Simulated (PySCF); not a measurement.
Species: thiirane, C2H4S.
Atom-mapped SMILES: `[CH2:1]1[CH2:2][S:3]1` (hydrogens: H4, H5 on C1; H6, H7 on C2)

The same species was optimised twice, with GFN2-xTB and with PBE0-D3(BJ)/def2-SVP (PySCF), and the same property calculations (PySCF, gas phase) were run on both structures.

```json
{"coordinate": "C1–H5 (Å)", "GFN2-xTB": "1.082", "PBE0-D3(BJ)/def2-SVP": "1.095", "change": "+0.013"}
{"coordinate": "C1–H4 (Å)", "GFN2-xTB": "1.082", "PBE0-D3(BJ)/def2-SVP": "1.095", "change": "+0.013"}
{"coordinate": "C2–H6 (Å)", "GFN2-xTB": "1.082", "PBE0-D3(BJ)/def2-SVP": "1.095", "change": "+0.013"}
{"coordinate": "C2–H7 (Å)", "GFN2-xTB": "1.082", "PBE0-D3(BJ)/def2-SVP": "1.095", "change": "+0.013"}
{"coordinate": "C1–S3 (Å)", "GFN2-xTB": "1.799", "PBE0-D3(BJ)/def2-SVP": "1.808", "change": "+0.009"}
{"coordinate": "C2–S3 (Å)", "GFN2-xTB": "1.800", "PBE0-D3(BJ)/def2-SVP": "1.808", "change": "+0.008"}
{"coordinate": "C1–C2 (Å)", "GFN2-xTB": "1.480", "PBE0-D3(BJ)/def2-SVP": "1.479", "change": "-0.001"}
{"coordinate": "S3–C1–H5 (°)", "GFN2-xTB": "115.0", "PBE0-D3(BJ)/def2-SVP": "115.7", "change": "+0.7"}
{"coordinate": "S3–C2–H7 (°)", "GFN2-xTB": "115.0", "PBE0-D3(BJ)/def2-SVP": "115.7", "change": "+0.7"}
{"coordinate": "S3–C2–H6 (°)", "GFN2-xTB": "115.1", "PBE0-D3(BJ)/def2-SVP": "115.7", "change": "+0.6"}
{"coordinate": "S3–C1–H4 (°)", "GFN2-xTB": "115.1", "PBE0-D3(BJ)/def2-SVP": "115.7", "change": "+0.6"}
{"coordinate": "C2–C1–H5 (°)", "GFN2-xTB": "118.8", "PBE0-D3(BJ)/def2-SVP": "118.3", "change": "-0.5"}
{"coordinate": "C1–C2–H6 (°)", "GFN2-xTB": "118.7", "PBE0-D3(BJ)/def2-SVP": "118.3", "change": "-0.4"}
{"coordinate": "C1–C2–H7 (°)", "GFN2-xTB": "118.7", "PBE0-D3(BJ)/def2-SVP": "118.3", "change": "-0.4"}
{"coordinate": "C2–C1–H4 (°)", "GFN2-xTB": "118.7", "PBE0-D3(BJ)/def2-SVP": "118.3", "change": "-0.4"}
```

Rotational constants: A = 22079, B = 11065, C = 8166 MHz (GFN2-xTB) against A = 22036, B = 10891, C = 8084 MHz (PBE0-D3(BJ)/def2-SVP). Point groups within 0.08 Å: C2v and C2v.

On the GFN2-xTB structure: HOMO (eV) -6.54 [PBE0/pcSseg-1]; LUMO (eV) 0.41 [PBE0/pcSseg-1]; dipole (D) 1.99 [PBE0/pcSseg-1]; GIAO shielding of C1/C2 (mean) (ppm) 167.6 [PBE0/pcSseg-1]; GIAO shielding of S3 (ppm) 776.6 [PBE0/pcSseg-1].

Problem. What do these properties become on the PBE0-D3(BJ)/def2-SVP structure?

Solution. 
```
                                    property          level  on GFN2-xTB  on PBE0-D3(BJ)/def2-SVP  change
                                   HOMO (eV)  PBE0/pcSseg-1        -6.54                    -6.56   -0.02
                                   LUMO (eV)  PBE0/pcSseg-1         0.41                     0.35   -0.06
                                  dipole (D)  PBE0/pcSseg-1         1.99                     2.01   +0.02
energy, GFN2-xTB geometry as zero (kcal/mol)  PBE0/pcSseg-1          0.0                     -0.1    -0.1
        GIAO shielding of C1/C2 (mean) (ppm)  PBE0/pcSseg-1        167.6                    164.5    -3.1
                  GIAO shielding of S3 (ppm)  PBE0/pcSseg-1        776.6                    770.5    -6.1
```

The heavy atoms differ by 0.004 Å rms after alignment. Among all bonds C1–H4, C1–H5, C2–H6 and C2–H7 change most and about equally (+0.013 Å). Changes are differences of the printed values. Neither structure is proved a minimum here.
